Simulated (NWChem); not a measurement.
The numbers come from NWChem runs, not from measurements. System: methanol (CH₄O), charge 0, spin multiplicity 1, at a geometry optimised with PBE/def2-SVP. Level: G0W0@PBE/def2-QZVP, RI basis def2-qzvp-rifit.

Job file:

```
start mol
memory heap 200 mb stack 700 mb global 1700 mb
geometry units angstroms nocenter noautoz
  C      0.611192    -0.234334     0.000000
  O     -0.666493     0.363501     0.000000
  H      0.812921    -0.864429     0.901666
  H      1.361960     0.582129     0.000000
  H      0.812921    -0.864429    -0.901666
  H     -1.323011    -0.355269     0.000000
  symmetry group Cs
end
basis spherical
  * library def2-qzvp
end
basis "ri basis" bse spherical
  * library def2-qzvp-rifit
end
dft
  xc xpbe96 cpbe96
  iterations 100
  direct
  tolerances tight
end
task dft energy
gw
  method cdgw
  states alpha occ 4 vir 2
end
task dft gw
```

Part of the output:

```
             Northwest Computational Chemistry Package (NWChem) 7.3.0
             --------------------------------------------------------

                                NWChem Input Module
                                -------------------

 Scaling coordinates for geometry "geometry" by  1.889725989
 (inverse scale =  0.529177249)

 Turning off AUTOSYM since
 SYMMETRY directive was detected!

                             Geometry "geometry" -> ""
                             -------------------------

 Output coordinates in angstroms (scale by  1.889725989 to convert to a.u.)

  No.       Tag          Charge          X              Y              Z
 ---- ---------------- ---------- -------------- -------------- --------------
    1 C                    6.0000     0.61119200    -0.23433400     0.00000000
    2 O                    8.0000    -0.66649300     0.36350100     0.00000000
    3 H                    1.0000     0.81292100    -0.86442900     0.90166600
    4 H                    1.0000     1.36196000     0.58212900     0.00000000
    5 H                    1.0000     0.81292100    -0.86442900    -0.90166600
    6 H                    1.0000    -1.32301100    -0.35526900     0.00000000

 Effective nuclear repulsion energy (a.u.)      40.1127217074

            Nuclear Dipole moment (a.u.)
            ----------------------------
        X                 Y               Z
 ---------------- ---------------- ----------------
    -0.0000018897     0.0000113384     0.0000000000

      Symmetry information
      --------------------

 Group name             Cs
 Group number              2
 Group order               2
 No. of unique centers     5

      Symmetry unique atoms

     1    2    3    4    6


 Summary of "ao basis" -> "" (spherical)
 ------------------------------------------------------------------------------
       Tag                 Description            Shells   Functions and Types
 ---------------- ------------------------------  ------  ---------------------
 *                         def2-qzvp                  on all atoms

 new library libraries.bse/

 Summary of "ri basis" -> "" (spherical)
 ------------------------------------------------------------------------------
       Tag                 Description            Shells   Functions and Types
 ---------------- ------------------------------  ------  ---------------------
 *                      def2-qzvp-rifit               on all atoms

  pbe96 is a nonlocal functional; adding pw91lda local functional.

                                 NWChem DFT Module
                                 -----------------

 Summary of "ao basis" -> "ao basis" (spherical)
 ------------------------------------------------------------------------------
       Tag                 Description            Shells   Functions and Types
 ---------------- ------------------------------  ------  ---------------------
 C                         def2-qzvp                17       57   7s4p3d2f1g
 O                         def2-qzvp                17       57   7s4p3d2f1g
 H                         def2-qzvp                10       30   4s3p2d1f

 Summary of "ao basis" -> "ao basis" (spherical)
 ------------------------------------------------------------------------------
       Tag                 Description            Shells   Functions and Types
 ---------------- ------------------------------  ------  ---------------------
 C                         def2-qzvp                17       57   7s4p3d2f1g
 O                         def2-qzvp                17       57   7s4p3d2f1g
 H                         def2-qzvp                10       30   4s3p2d1f

      Symmetry analysis of basis
      --------------------------

        a'        144
        a"         90

            General Information
            -------------------
          SCF calculation type: DFT
          Wavefunction type:  closed shell.
          No. of atoms     :     6
          No. of electrons :    18
           Alpha electrons :     9
            Beta electrons :     9
          Charge           :     0
          Spin multiplicity:     1
          Use of symmetry is: on ; symmetry adaption is: on
          Maximum number of iterations: 100
          This is a Direct SCF calculation.
          AO basis - number of functions:   234
                     number of shells:    74
          Convergence on energy requested:  1.00D-06
          Convergence on density requested:  1.00D-05
          Convergence on gradient requested:  5.00D-04

              XC Information
              --------------
          PerdewBurkeErnzerhof Exchange Functional  1.000
            Perdew 1991 LDA Correlation Functional  1.000 local
           PerdewBurkeErnz. Correlation Functional  1.000 non-local

             Grid Information
             ----------------
          Grid used for XC integration:  medium
          Radial quadrature: Mura-Knowles
          Angular quadrature: Lebedev.
          Tag              B.-S. Rad. Rad. Pts. Rad. Cut. Ang. Pts.
          ---              ---------- --------- --------- ---------
          C                   0.70       49           9.0       434
          O                   0.60       49           8.0       434
          H                   0.35       45          10.0       434
          Grid pruning is: on
          Number of quadrature shells:   233
          Spatial weights used:  Erf1

          Convergence Information
          -----------------------
          Convergence aids based upon iterative change in
          total energy or number of iterations.
[...]
      Superposition of Atomic Density Guess
      -------------------------------------

 Sum of atomic energies:        -114.45918192

      Non-variational initial energy
      ------------------------------

 Total energy =    -115.292331
 1-e energy   =    -234.463864
 2-e energy   =      79.058811
 HOMO         =      -0.374091
 LUMO         =       0.051943

      Symmetry analysis of molecular orbitals - initial
      -------------------------------------------------

  Numbering of irreducible representations:

     1 a'          2 a"

  Orbital symmetries:

     1 a'          2 a'          3 a'          4 a'          5 a'
     6 a"          7 a'          8 a'          9 a"         10 a'
    11 a'         12 a'         13 a"         14 a'         15 a"
    16 a'         17 a'         18 a'         19 a"

   convergence    iter        energy       DeltaE   RMS-Dens  Diis-err    time
 ---------------- ----- ----------------- --------- --------- ---------  ------
 d= 0,ls=0.0,diis     1   -115.5904346894 -1.56D+02  3.08D-03  1.38D+00    17.8
 d= 0,ls=0.0,diis     2   -115.5355896449  5.48D-02  2.44D-03  1.14D+00    33.6
 d= 0,ls=0.0,diis     3   -115.5945560584 -5.90D-02  8.50D-04  5.62D-01    50.5
 d= 0,ls=0.0,diis     4   -115.6396985679 -4.51D-02  1.71D-04  5.19D-03    67.9
 d= 0,ls=0.0,diis     5   -115.6401370689 -4.39D-04  7.16D-05  1.13D-03    84.7
 d= 0,ls=0.0,diis     6   -115.6402648077 -1.28D-04  1.46D-05  5.45D-05   102.0
 d= 0,ls=0.0,diis     7   -115.6402708602 -6.05D-06  2.55D-06  1.49D-06   117.5
 d= 0,ls=0.0,diis     8   -115.6402710336 -1.73D-07  3.71D-07  2.86D-08   130.8

         Total DFT energy =     -115.640271033645
      One electron energy =     -236.576253639891
           Coulomb energy =       96.155232107907
    Exchange-Corr. energy =      -15.331971209078
 Nuclear repulsion energy =       40.112721707417

 Numeric. integr. density =       17.999998258570

     Total iterative time =    129.0s

                  Occupations of the irreducible representations
                  ----------------------------------------------

                     irrep           alpha         beta
                     --------     --------     --------
                     a'                7.0          7.0
                     a"                2.0          2.0

                       DFT Final Molecular Orbital Analysis
                       ------------------------------------

 Vector    7  Occ=2.000000D+00  E=-3.794257D-01  Symmetry=a'
              MO Center=  2.4D-01,  2.1D-01,  3.5D-15, r^2= 1.6D+00
   Bfn.  Coefficient  Atom+Function         Bfn.  Coefficient  Atom+Function
  ----- ------------  ---------------      ----- ------------  ---------------
   147      0.198639  4 H  s                  8      0.188437  1 C  px
    11      0.169284  1 C  px               146      0.160070  4 H  s
    66      0.154988  2 O  py                65     -0.145512  2 O  px
    69      0.140150  2 O  py                68     -0.132386  2 O  px
    72      0.132642  2 O  py                71     -0.129158  2 O  px

 Vector    8  Occ=2.000000D+00  E=-2.934721D-01  Symmetry=a'
              MO Center=  3.4D-04,  1.7D-01, -4.8D-13, r^2= 1.8D+00
   Bfn.  Coefficient  Atom+Function         Bfn.  Coefficient  Atom+Function
  ----- ------------  ---------------      ----- ------------  ---------------
    66      0.246668  2 O  py                69      0.220263  2 O  py
    72      0.198023  2 O  py                63      0.176541  2 O  s
     9     -0.164625  1 C  py                12     -0.142112  1 C  py
    75      0.133267  2 O  py               146     -0.132627  4 H  s
   147     -0.127915  4 H  s                206     -0.117640  6 H  s

 Vector    9  Occ=2.000000D+00  E=-2.312385D-01  Symmetry=a"
              MO Center= -3.1D-01,  8.6D-02,  2.7D-14, r^2= 1.5D+00
   Bfn.  Coefficient  Atom+Function         Bfn.  Coefficient  Atom+Function
  ----- ------------  ---------------      ----- ------------  ---------------
    67      0.325142  2 O  pz                70      0.300251  2 O  pz
    73      0.280583  2 O  pz                76      0.201888  2 O  pz
    16     -0.118254  1 C  pz               118     -0.113372  3 H  s
   178      0.113372  5 H  s                116     -0.107440  3 H  s
   176      0.107440  5 H  s                 10     -0.098100  1 C  pz

 Vector   10  Occ=0.000000D+00  E=-7.666181D-03  Symmetry=a'
              MO Center= -8.4D-01, -7.0D-01,  1.0D-13, r^2= 4.7D+00
   Bfn.  Coefficient  Atom+Function         Bfn.  Coefficient  Atom+Function
  ----- ------------  ---------------      ----- ------------  ---------------
     7      2.436641  1 C  s                208     -1.176016  6 H  s
   147     -0.650865  4 H  s                118     -0.624958  3 H  s
   178     -0.624958  5 H  s                148     -0.444565  4 H  s
    74     -0.441034  2 O  px                 6      0.392392  1 C  s
   117     -0.271451  3 H  s                177     -0.271451  5 H  s

 Vector   11  Occ=0.000000D+00  E= 2.608025D-02  Symmetry=a'
              MO Center=  9.8D-01, -5.0D-01,  1.0D-14, r^2= 6.2D+00
   Bfn.  Coefficient  Atom+Function         Bfn.  Coefficient  Atom+Function
  ----- ------------  ---------------      ----- ------------  ---------------
     7      2.399357  1 C  s                 64     -1.132713  2 O  s
   118     -0.967736  3 H  s                178     -0.967736  5 H  s
   148     -0.812278  4 H  s                208      0.630320  6 H  s
     6      0.461071  1 C  s                 71     -0.273521  2 O  px
    15      0.202484  1 C  py                14     -0.200816  1 C  px

 Vector   12  Occ=0.000000D+00  E= 6.917946D-02  Symmetry=a'
              MO Center=  1.3D+00,  4.7D-01,  1.9D-12, r^2= 5.3D+00
   Bfn.  Coefficient  Atom+Function         Bfn.  Coefficient  Atom+Function
  ----- ------------  ---------------      ----- ------------  ---------------
   148      2.889811  4 H  s                147     -1.867109  4 H  s
    17     -1.232760  1 C  px                15      1.189134  1 C  py
   117      1.005731  3 H  s                177      1.005731  5 H  s
   118     -0.894891  3 H  s                178     -0.894891  5 H  s
   208     -0.890441  6 H  s                 64     -0.552620  2 O  s

 center of mass
 --------------
 x =  -0.09726328 y =   0.08782434 z =   0.00000000

 moments of inertia (a.u.)
 ------------------
          22.557900605415          20.215257065281           0.000000000000
          20.215257065281          64.662072312471           0.000000000000
           0.000000000000           0.000000000000          75.515976577347

     Multipole analysis of the density
     ---------------------------------

     L   x y z        total         alpha         beta         nuclear
     -   - - -        -----         -----         ----         -------
     0   0 0 0     -0.000000     -9.000000     -9.000000     18.000000

     1   1 0 0      0.067937      0.033970      0.033970     -0.000002
     1   0 1 0     -0.611225     -0.305618     -0.305618      0.000011
     1   0 0 1      0.000000      0.000000      0.000000      0.000000

     2   2 0 0     -8.727696    -23.508345    -23.508345     38.288993
     2   1 1 0      1.461250      5.980213      5.980213    -10.499176
     2   1 0 1      0.000000      0.000000      0.000000      0.000000
     2   0 2 0    -10.335260    -11.142205    -11.142205     11.949151
     2   0 1 1      0.000000      0.000000      0.000000      0.000000
     2   0 0 2    -10.463028     -8.134795     -8.134795      5.806562

 Task  times  cpu:      130.9s     wall:      130.9s

                                NWChem Input Module
                                -------------------

                                 NWChem GW Module
                                 ----------------

                             ***********************
                             ***        GW       ***
                             ***********************

 Summary of "ri basis" -> "ri basis" (spherical)
 ------------------------------------------------------------------------------
       Tag                 Description            Shells   Functions and Types
 ---------------- ------------------------------  ------  ---------------------
 C                      def2-qzvp-rifit             33      141   9s8p7d5f3g1h
 O                      def2-qzvp-rifit             33      141   9s8p7d5f3g1h
 H                      def2-qzvp-rifit             16       56   6s4p3d2f1g

                 Memory Information
                 ------------------
          Available GA per process is          1699.6 MBs
          Available stack per process is        700.0 MBs
          Available heap per process is           0.0 MBs

          Peak memory in Initialization
              Peak GA per process is                 12.6 MBs
              Peak stack per process is               0.8 MBs
              Peak heap per process is               12.9 MBs
              Memory not in MA per process            0.0 MBs

          Peak memory in CDGW Calculation
              Peak GA per process is                 16.6 MBs
              Peak stack per process is               3.9 MBs
              Peak heap per process is                4.7 MBs
              Memory not in MA per process            0.0 MBs

          Computing 2-center integrals
          Computing Inverse Cholesky factor
          Computing 3-center integrals
          Computing Vxc

          Computing Sigma_x
          Computing W(iw) on the imaginary grid
          Solving quasiparticle equations

                  Alpha Orbitals
          State     Energy (eV)     Error (eV)
          -----------------------------------
@GW         6        -14.865           0.003
@GW         7        -14.579           0.003
@GW         8        -12.327           0.003
@GW         9        -10.513           0.003
@GW        10          2.177           0.002
@GW        11          2.991           0.005

     GW Timing Statistics
   ------------------------
   Init.   :          0.2s
     ERIs  :          5.4s
     Distr.:          0.0s
     Vxc   :          0.6s
   Vmo     :          0.0s
   iW      :          5.5s
   I_n     :          0.0s
   R_n     :          0.4s
   GW total:         12.2s

 Task  times  cpu:       12.2s     wall:       12.2s

 Total times  cpu:      143.1s     wall:      143.1s
```
